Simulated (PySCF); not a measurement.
**C3H5F (allyl fluoride) at 6 levels**

Wanted: a comparison of 6 runs (HF/STO-3G, HF/3-21G, HF/def2-SVP, HF/6-31+G*, B3LYP/6-31G*, wB97X/cc-pVDZ) of C3H5F (allyl fluoride). 

The results are computed with PySCF 2.14.0.

### Step 1. The molecule

The species is C3H5F (9 atoms), meant as a singlet with charge 0. As SMILES, `C=CCF`. The coordinates come from a PBE0-D4/def2-TZVP relaxation. This is one conformer, not always the lowest.

Bond lengths: C1–C2 1.324 Å, C2–C3 1.486 Å, C3–F4 1.387 Å, C1–H5 1.084 Å, C1–H6 1.086 Å, C2–H7 1.087 Å, C3–H8 1.096 Å, C3–H9 1.094 Å. Some angles: C1–C2–C3 123.6°, C2–C3–F4 110.3°, C1–C2–H7 120.6°, C3–C2–H7 115.9°, C2–C1–H5 121.7°, C2–C1–H6 121.3°, C2–C3–H8 111.1°, C2–C3–H9 111.2°, F4–C3–H8 106.9°, F4–C3–H9 108.2°.

### Step 2. Energy and forces at HF/STO-3G (run 1)

calc.py

```python
# C=CCF
from pyscf import gto

mol = gto.Mole()
mol.atom = '''
C       -0.578000       1.122500      -0.608000
C        0.352500       0.215400      -0.353400
C        0.200500      -0.852800       0.668500
F        0.430500      -2.098200       0.102300
H       -0.422500       1.909200      -1.336700
H       -1.531700       1.114000      -0.089100
H        1.299800       0.230700      -0.886500
H        0.929800      -0.730800       1.477200
H       -0.806800      -0.852300       1.094700
'''
mol.verbose = 4
mol.max_memory = 1860
mol.basis = 'sto-3g'
mol.spin = 0
mol.build()

hf = mol.RHF()
hf.conv_tol = 1e-10
hf.kernel()
if not hf.converged:
    hf = hf.newton().run(hf.mo_coeff, hf.mo_occ)

e_final = hf.e_tot
print(f'total energy: {e_final:.8f} hartree')
grad = hf.nuc_grad_method().kernel()
hf.analyze()
```

The run is started by

```bash
$ OMP_NUM_THREADS=1 python calc.py
```

Standard output:

```text
PySCF version 2.14.0

[... 63 lines left out ...]
converged SCF energy = -213.103330531744
[... 15 lines left out ...]
One-electron Energy =                 -521.083124835144531
[... 5 lines left out ...]
MO #1   energy= -25.9141646277368  occ= 2
[... 3 lines left out ...]
MO #5   energy= -1.47683833662513  occ= 2
[... 3 lines left out ...]
MO #9   energy= -0.631753286006194 occ= 2
[... 3 lines left out ...]
MO #13  energy= -0.489097323025765 occ= 2
[... 3 lines left out ...]
MO #17  energy= 0.301835933947567  occ= 0
[... 3 lines left out ...]
MO #21  energy= 0.683418820016273  occ= 0
[... 3 lines left out ...]
MO #25  energy= 1.02465855372174   occ= 0
[... 37 lines left out ...]
Dipole moment(X, Y, Z, Debye): -0.16691,  1.12055,  0.42355
```

Run time: 3.9 s. Hardware: 1 thread of Intel Xeon at 2.50GHz (Skylake/Cascade Lake), shared host; peak memory 0.12 GiB.

### Step 3. Energy and gradient at HF/3-21G (run 2)

job.py

```python
# C=CCF
import pyscf.grad
from pyscf import gto

molecule = gto.Mole()
molecule.atom = [
    ('C', (-0.578000, 1.122500, -0.608000)),
    ('C', (0.352500, 0.215400, -0.353400)),
    ('C', (0.200500, -0.852800, 0.668500)),
    ('F', (0.430500, -2.098200, 0.102300)),
    ('H', (-0.422500, 1.909200, -1.336700)),
    ('H', (-1.531700, 1.114000, -0.089100)),
    ('H', (1.299800, 0.230700, -0.886500)),
    ('H', (0.929800, -0.730800, 1.477200)),
    ('H', (-0.806800, -0.852300, 1.094700)),
]
molecule.verbose = 4
molecule.basis = '3-21g'
molecule.max_memory = 1860
molecule.build()

mf = molecule.RHF()
mf.conv_tol = 1e-10
mf.kernel()
if not mf.converged:
    mf = mf.newton().run(mf.mo_coeff, mf.mo_occ)

etot = mf.e_tot
print('E(%s) = %.9f' % ('HF', etot))
grad = mf.Gradients().kernel()
mf.analyze()
```

The run is started by

```bash
$ OMP_NUM_THREADS=1 python job.py
```

Standard output:

```text
PySCF version 2.14.0

[... 81 lines left out ...]
One-electron Energy =                 -521.246759599500137
[... 8 lines left out ...]
MO #4   energy= -11.18514007872    occ= 2
[... 6 lines left out ...]
MO #11  energy= -0.657661709778787 occ= 2
[... 6 lines left out ...]
MO #18  energy= 0.280763985382045  occ= 0
[... 6 lines left out ...]
MO #25  energy= 0.583260040761578  occ= 0
[... 6 lines left out ...]
MO #32  energy= 1.10113658750668   occ= 0
[... 6 lines left out ...]
MO #39  energy= 1.59402670204041   occ= 0
[... 6 lines left out ...]
MO #46  energy= 4.03465429642823   occ= 0
[... 58 lines left out ...]
Dipole moment(X, Y, Z, Debye): -0.33449,  2.13927,  0.75993
```

It took 3.3 s on 1 thread of Intel Xeon at 2.50GHz (Skylake/Cascade Lake), shared host; peak memory 0.12 GiB.

Runs 3 to 5 aren't shown in full; the table further down has their settings and results.

### Step 4. Energy and gradient at wB97X/cc-pVDZ (run 6)

input.xyz

```xyz
9

C     -0.578000     1.122500    -0.608000
C      0.352500     0.215400    -0.353400
C      0.200500    -0.852800     0.668500
F      0.430500    -2.098200     0.102300
H     -0.422500     1.909200    -1.336700
H     -1.531700     1.114000    -0.089100
H      1.299800     0.230700    -0.886500
H      0.929800    -0.730800     1.477200
H     -0.806800    -0.852300     1.094700
```

input.py

```python
import pyscf.grad
from pyscf import gto, dft

molecule = gto.M(
    atom='input.xyz',
    basis='cc-pvdz',
    verbose=4,
    charge=0,
    max_memory=1860,
)

ks = dft.RKS(molecule, xc='wb97x')
ks.conv_tol = 1e-10
ks.grids.level = 5
ks.kernel()
if not ks.converged:
    ks = ks.newton().run(ks.mo_coeff, ks.mo_occ)

e_final = ks.e_tot
print('Final energy', e_final)
grad = ks.Gradients().kernel()
dip = ks.dip_moment()
pop, q = ks.mulliken_pop()
```

The run is started by

```bash
$ OMP_NUM_THREADS=1 python input.py
```

Standard output:

```text
PySCF version 2.14.0

[... 78 lines left out ...]
converged SCF energy = -217.08678952569
Final energy -217.08678952569025
[... 12 lines left out ...]
Dipole moment(X, Y, Z, Debye): -0.23123,  1.64417,  0.59934
[... 91 lines left out ...]
charge of    8H =      0.01891
```

It took 93 s on 1 thread of Intel Xeon at 2.50GHz (Skylake/Cascade Lake), shared host; peak memory 0.81 GiB.

### Step 5. All runs side by side

| run | level | integration grid | energy (Eh) | dipole moment (D) | HOMO energy (eV) | LUMO energy (eV) | wall time |
| --- | --- | --- | --- | --- | --- | --- | --- |
| 1 | HF/STO-3G | – | -213.103331 | 1.21 | -8.88 | 8.21 | 3.9 s |
| 2 | HF/3-21G | – | -214.734366 | 2.29 | -10.52 | 4.43 | 3.3 s |
| 3 | HF/def2-SVP | – | -215.755176 | 2.17 | -10.55 | 4.10 | 11 s |
| 4 | HF/6-31+G* (spherical functions) | – | -215.926687 | 2.24 | -10.54 | 2.20 | 16 s |
| 5 | B3LYP/6-31G* (spherical functions) | 5 | -217.126544 | 1.71 | -7.46 | 0.11 | 50 s |
| 6 | wB97X/cc-pVDZ | 5 | -217.086790 | 1.77 | -10.30 | 2.37 | 93 s |

### Step 6. Results

| quantity | value |
| --- | --- |
| run 6: total energy | -217.08679 Eh |
| run 6: dipole moment | 1.77 D |
| run 6: HOMO energy | -10.30 eV |
| run 6: LUMO energy | 2.37 eV |
| run 6: HOMO–LUMO gap | 12.67 eV |
| run 6: largest force on an atom | 0.342 eV/Å |

What this shows: The dipole moment (its size) runs from 1.21 D (HF/STO-3G) to 2.29 D (HF/3-21G). The HOMO–LUMO gap runs from 7.56 eV (B3LYP/6-31G*) to 17.10 eV (HF/STO-3G). The two ends differ in method and basis. Totals of different functionals can't be ranked against each other. In run 1 the basis is minimal, so the values are rough. All runs together took 3 min, the longest 93 s.
